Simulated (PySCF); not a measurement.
# C3H6ClF: the cost of one run

Method: levels as typed in each script, gas phase, geometry from GFN2-xTB; program: PySCF 2.14.0.

**1. Starting geometry**

SMILES `CCC(F)Cl`, 11 atoms, charge 0, spin multiplicity 1.

Bond lengths: C1–C2 1.526 Å, C1–H6 1.087 Å, C1–H7 1.088 Å, C1–H8 1.086 Å, C2–C3 1.518 Å, C2–H9 1.090 Å, C2–H10 1.091 Å, C3–F4 1.360 Å, C3–Cl5 1.788 Å, C3–H11 1.096 Å. Angles: C2–C1–H6 110.4°, C2–C1–H7 110.7°, C2–C1–H8 109.9°, H6–C1–H7 108.6°, H6–C1–H8 108.6°, H7–C1–H8 108.6°, C1–C2–C3 110.9°, C1–C2–H9 110.5°, C1–C2–H10 110.1°, C3–C2–H9 108.3°, C3–C2–H10 108.4°, H9–C2–H10 108.5°, C2–C3–F4 110.6°, C2–C3–Cl5 110.8°, C2–C3–H11 113.1°, F4–C3–Cl5 107.7°, F4–C3–H11 106.9°, Cl5–C3–H11 107.4°.

As a file:

```xyz
11
charge 0, multiplicity 1
C    -2.36866    0.25834    0.10980
C    -0.96013    0.69574   -0.28016
C     0.08079   -0.22316    0.33321
F    -0.01905   -1.47559   -0.18867
Cl    1.73216    0.37530   -0.00068
H    -2.55163   -0.76244   -0.21599
H    -2.50190    0.30823    1.18800
H    -3.10140    0.90857   -0.35964
H    -0.76672    1.71171    0.06464
H    -0.84635    0.66981   -1.36521
H    -0.01939   -0.32111    1.42062
```

**2. Localised orbitals (B3LYP/cc-pvtz)**

Contents of input.py:

```python
import numpy as np
from pyscf import gto, scf, dft, lo
from pyscf.data.elements import chemcore

def solve(mol, dm0=None, hcore=None):
    mf = (dft.UKS if mol.spin else dft.RKS)(mol, xc='b3lyp')
    mf.grids.level = 3
    mf = mf.density_fit(auxbasis='def2-universal-jkfit')
    mf.conv_tol, mf.max_cycle = 1e-8, 80
    if hcore is not None:
        mf.get_hcore = lambda *args: hcore
    mf.kernel(dm0)
    if not mf.converged:
        mf = mf.newton().run(mf.mo_coeff, mf.mo_occ, max_cycle=30)
    assert mf.converged, 'SCF not converged'
    return mf

mol = gto.M(atom='''
C     -2.36866     0.25834     0.10980
C     -0.96013     0.69574    -0.28016
C      0.08079    -0.22316     0.33321
F     -0.01905    -1.47559    -0.18867
Cl     1.73216     0.37530    -0.00068
H     -2.55163    -0.76244    -0.21599
H     -2.50190     0.30823     1.18800
H     -3.10140     0.90857    -0.35964
H     -0.76672     1.71171     0.06464
H     -0.84635     0.66981    -1.36521
H     -0.01939    -0.32111     1.42062
''', basis='cc-pvtz', charge=0, spin=0, verbose=4)
mf = solve(mol)
occ_all = mf.mo_coeff[:, mf.mo_occ > 0]
occ = occ_all[:, chemcore(mol):]
loc = lo.ibo.ibo(mol, occ, iaos=lo.iao.iao(mol, occ_all))
fock, s = mf.get_fock(), mf.get_ovlp()
ortho = lo.orth_ao(mol, 'meta_lowdin')
ortho = lo.vec_lowdin(lo.iao.iao(mol, occ_all), s)
labels = lo.iao.reference_mol(mol).ao_labels(fmt=None)
vir = lo.vvo.livvo(mol, occ_all, mf.mo_coeff[:, mf.mo_occ == 0])
both = np.hstack([loc, vir])
p = (ortho.T @ s @ both) ** 2
pop = np.array([p[[l[0] == a for l in labels]].sum(0) for a in range(mol.natm)])
spd = np.array([[p[[l[0] == a and l[2][-1] == k for l in labels]].sum(0) for k in 'spd'] for a in range(mol.natm)])
eps = np.einsum('pi,pq,qi->i', both, fock, both)
for i in np.argsort(eps):
    top = np.argsort(-pop[:, i])[:3]
    print('%3d %s %9.4f Eh ' % (i + 1, 'occ' if i < loc.shape[1] else 'vir', eps[i]), '  '.join('%s%d %.3f' % (mol.atom_symbol(a), a + 1, pop[a, i]) for a in top))
np.savez('result.npz', c=both, nocc=loc.shape[1], pop=pop, spd=spd, eps=eps, e=mf.e_tot)
```

Launch:

```console
$ OMP_NUM_THREADS=1 python input.py
```

What time and memory should one allow on 1 thread of Intel Xeon Platinum 8488C (Sapphire Rapids), shared host?

About 24 s, with a peak of 0.89 GiB.
